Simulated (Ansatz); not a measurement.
Geometry optimisation, RKS B3LYP-D4/6-31G* (Ansatz).

The input (input.yaml):

```yaml
crystal:
  periodic: [false, false, false]
  atoms:
    - { symbol: Al, position_ang: [-0.157765, 0.548795, -0.407574] }
    - { symbol: H, position_ang: [-0.128926, 0.042957, 2.309743] }
    - { symbol: H, position_ang: [1.154081, -0.306946, -0.557249] }
    - { symbol: "N", position_ang: [-1.701073, -0.047145, -1.060035] }
    - { symbol: H, position_ang: [-1.790282, -0.950191, -1.510873] }
    - { symbol: H, position_ang: [-2.597025, 0.424544, -1.045658] }
    - { symbol: O, position_ang: [-0.033477, 2.119745, 0.36244] }
    - { symbol: H, position_ang: [-0.824486, 2.666055, 0.463125] }
    - { symbol: H, position_ang: [-0.066646, 0.709585, 2.072281] }
basis:
  gaussian: { orbitals: "6-31G*" }
hamiltonian:
  xc: b3lyp
  dispersion: d4
relax:
  f_tol: 0.03
  max_steps: 50
```

Launched with:

```bash
$ ansatz run input.yaml --threads 1 --pin off --max-ram 2048MiB --backend cpu --events-out ev --progress --plain --runs-dir out
```

**Question.** Where does it end, and by what steps?

**Answer.** The forces met the threshold. After 14 steps the energy has fallen by 0.120 eV; H2 moved furthest, 1.01 Å.

```csv
step,energy less start (eV),largest force component (eV/Å),accepted
0,0.0000,1.428,yes
1,-0.0812,0.408,yes
2,-0.1019,0.166,yes
3,-0.1064,0.157,yes
4,-0.1093,0.190,yes
5,-0.1106,0.336,yes
6,-0.1141,0.134,yes
7,-0.1160,0.172,yes
8,-0.1180,0.091,yes
9,-0.1169,0.276,no
10,-0.1128,0.250,no
11,-0.1188,0.040,yes
12,-0.1197,0.096,yes
13,-0.1200,0.064,yes
14,-0.1204,0.029,yes
```

```xyz
9
Properties=species:S:1:pos:R:3
Al -0.163 0.511 -0.713
H -0.104 0.435 3.235
H 1.150 -0.248 -1.139
N -1.749 -0.039 -1.306
H -1.857 -0.853 -1.900
H -2.652 0.377 -1.115
O 0.000 1.869 0.325
H -0.764 2.363 0.649
H -0.007 0.792 2.589
```

The run took 16 s on 1 thread of AMD EPYC 9R45 96-Core Processor (Zen 5), with other jobs on the host, peak memory 0.14 GiB.
